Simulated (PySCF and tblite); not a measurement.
Results of a calculation; reference values are marked as such.
C6H10, numbered as in [CH:1]#[C:2][CH2:3][CH2:4][CH2:5][CH3:6]. Conformers came from 90 starts (ETKDG and KDG, MMFF94s, GFN2-xTB); geometries are PBE0-D3(BJ)/def2-SVP. Free energies are B3LYP-D3(BJ)/def2-TZVP (IEF-PCM, chloroform) single points with GFN2-xTB rigid-rotor and vibrational terms (modes under about 100 cm⁻¹ blended into free rotors). Symmetry numbers and mirror images are counted. Conformers within 3 kcal/mol (GFN2-xTB free energy) were kept, 8 at most. GIAO shieldings: PBE0/pcSseg-1 (IEF-PCM, chloroform). Shifts are against TMS (¹H), TMS (¹³C) at the same level. Codes: tblite and PySCF.

Torsions listed: C2–C3–C4–C5, C3–C4–C5–C6. Of a mirror pair one member is shown.

```tsv
conformer	shape	point group	mirror pair	ΔE(DFT)	Δ(G−E) at 220 K	δ H5 (ppm)
1	180°, 180°	Cs	no	0.00	0.00	1.13
2	-63°, 179°	C1	yes	0.07	0.10	1.36
3	-58°, -60°	C1	yes	0.38	0.20	1.52
4	178°, 65°	C1	yes	0.53	0.11	1.33
5	78°, -66°	C1	yes	1.76	0.26	1.44
```

Energies in kcal/mol; the thermal term leaves out symmetry numbers and mirror images.

Task: Work out the weights at 220 K and the ¹H shift of H5 under fast exchange.

Result: RT = 0.437 kcal/mol. Each conformer gets RT ln(σ/g), with σ the rotational symmetry number and g = 2 for a mirror pair: 1: σ = 1, g = 1, G = 0.00 + 0.00 + 0.00 = 0.00, 0.13 above the lowest, exp(−ΔG/RT) = 0.746; 2: σ = 1, g = 2, G = 0.07 + 0.10 − 0.30 = -0.13, 0.00 above the lowest, exp(−ΔG/RT) = 1.000; 3: σ = 1, g = 2, G = 0.38 + 0.20 − 0.30 = 0.28, 0.41 above the lowest, exp(−ΔG/RT) = 0.396; 4: σ = 1, g = 2, G = 0.53 + 0.11 − 0.30 = 0.34, 0.46 above the lowest, exp(−ΔG/RT) = 0.345; 5: σ = 1, g = 2, G = 1.76 + 0.26 − 0.30 = 1.72, 1.85 above the lowest, exp(−ΔG/RT) = 0.014. The sum is 2.501, so the weights are 29.8, 40.0, 15.8, 13.8, 0.6 %. The averaged shift is 1.31 ppm. At 298.15 K it is 1.32 ppm. At 298.15 K the leading conformer alone gives 1.36 ppm and bare DFT energies give 1.30 ppm.
